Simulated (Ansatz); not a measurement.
Input for Ansatz (development build ahead of 0.2.0):

```yaml
crystal:
  periodic: [false, false, false]
  atoms:
    - { symbol: C, position_ang: [0.0, -0.45586, -2.06153] }
    - { symbol: C, position_ang: [0.0, 0.44815, -0.69028] }
    - { symbol: C, position_ang: [0.0, -0.44815, 0.69028] }
    - { symbol: C, position_ang: [0.0, 0.45586, 2.06153] }
    - { symbol: H, position_ang: [0.0, 0.22393, -3.03687] }
    - { symbol: H, position_ang: [0.95848, -1.1597, -2.11541] }
    - { symbol: H, position_ang: [-0.95848, -1.1597, -2.11541] }
    - { symbol: H, position_ang: [-0.95015, 1.17015, -0.68625] }
    - { symbol: H, position_ang: [0.95015, 1.17015, -0.68625] }
    - { symbol: H, position_ang: [0.95015, -1.17015, 0.68625] }
    - { symbol: H, position_ang: [-0.95015, -1.17015, 0.68625] }
    - { symbol: H, position_ang: [0.0, -0.22393, 3.03687] }
    - { symbol: H, position_ang: [0.95848, 1.1597, 2.11541] }
    - { symbol: H, position_ang: [-0.95848, 1.1597, 2.11541] }
basis:
  gaussian: { orbitals: cc-pVDZ }
hamiltonian:
  xc: hf
correlation:
  method: mp2
  frozen_orbitals: { C: 1, H: 0 }
```

The input is written out in the form of the current development build from the run's settings.

Results

```json
{
 "Converged": "yes",
 "Reference energy": "-157.23499 hartree",
 "Correlation energy": "-0.60437 hartree",
 "Total energy": "-157.83936 hartree",
 "Spin squared of the determinant": "0.000"
}
```

Caution: no unrestricted run beside it, a lower state can exist.
